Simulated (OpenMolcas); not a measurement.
**A convergence study on C2F3N (cyanotrifluoromethane)**

C2F3N: 6 atoms, total charge 0, spin state singlet. SMILES: `N#CC(F)(F)F`. Geometry: relaxed at PBE0-D4/def2-TZVP.

```xyz
6

N     1.0221   -1.7051    0.8935
C     0.4862   -0.8106    0.4178
C    -0.2064    0.3456   -0.1972
F    -1.3160   -0.0558   -0.8023
F     0.5815    0.9270   -1.0915
F    -0.5252    1.2348    0.7336
```

Program: OpenMolcas 26.06. Method: TPSS/cc-pVTZ (RICD fitting). Swept: integration grid. Watched: the total energy. Each run: energy. Hardware: 1 thread of Arm Neoverse V2, shared host.

The last row is the best point of the sweep, not the limit.

```tsv
integration grid	energy (Eh)	from the best (mEh)	wall time
Coarse	-430.660711	-0.053	11 s
SG1Grid	-430.660646	+0.013	15 s
Fine	-430.660668	-0.010	27 s
UltraFine	-430.660659	0.000	81 s
```

Over the sweep the value spans 0.065 mEh.
